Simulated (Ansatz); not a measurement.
Consider the hydrogenolysis of a C–C bond: `C#CC(C)O` + H₂ → `C#CCO` + CH₄.

Computed with Ansatz on PBE0-D4/def2-TZVP structures; ΔE is electronic, products minus reactants. CCSD(T)/CBS adds triple-zeta CCSD(T) − MP2 to the extrapolated MP2 energy (def2 sets, frozen cores). This one scheme is used for every species. Functionals use def2-TZVPP. B3LYP here is the variant with VWN-RPA as its local correlation; programs differ in this. One conformer a species, not always the lowest.

Task: Is it downhill or uphill in electronic energy at CCSD(T)/CBS, and by how much? (Best estimate.)

Result: Computed: Downhill: ΔE = -51.4 kJ/mol.

Task: What do these levels give: revPBE-D4, BLYP-D4, r2SCAN-D4, PBE0-D4, CAM-B3LYP-D4, PBE, BLYP, r2SCAN, B3LYP, CAM-B3LYP, MP2/def2-SVP, SCS-MP2/def2-QZVPP? (Best estimate.)

Result: Ansatz gave: revPBE-D4 -48.4, BLYP-D4 -54.8, r2SCAN-D4 -53.7, PBE0-D4 -55.6, CAM-B3LYP-D4 -57.6, PBE -58.7, BLYP -66.2, r2SCAN -55.2, B3LYP -65.9, CAM-B3LYP -62.3, MP2/def2-SVP -48.1, SCS-MP2/def2-QZVPP -51.8 kJ/mol.

Task: What do rigid-rotor, harmonic-oscillator terms from PBE0-D4/def2-TZVP frequencies (298.15 K, 1 bar) make of the CCSD(T)/CBS value? (Best estimate.)

Result: Computed: ΔZPE = +17.3 kJ/mol, ΔH = -36.1 kJ/mol, ΔS = 27 J/(mol·K), ΔG = -44.1 kJ/mol.

Largest T1 diagnostic among the species: 0.012.

The D4 term adds +8.5 kJ/mol with B3LYP and +4.6 kJ/mol with PBE0; it sums over pairs of atoms, weighted by their polarisabilities, and B3LYP, whose exchange is more repulsive, gets the larger term. In def2-TZVPP, CCSD(T) changes the Hartree–Fock value by +19.7 kJ/mol (the triples alone add +4.1 kJ/mol) and MP2 by +24.2 kJ/mol. Leaving LDA and LC-ωPBE aside and taking each functional with its dispersion term where it has one, the values, not all of them listed here, spread over 11.8 kJ/mol, from BHLYP-D4 to revPBE-D4. LDA lies +11.3 kJ/mol from PBE without D4.
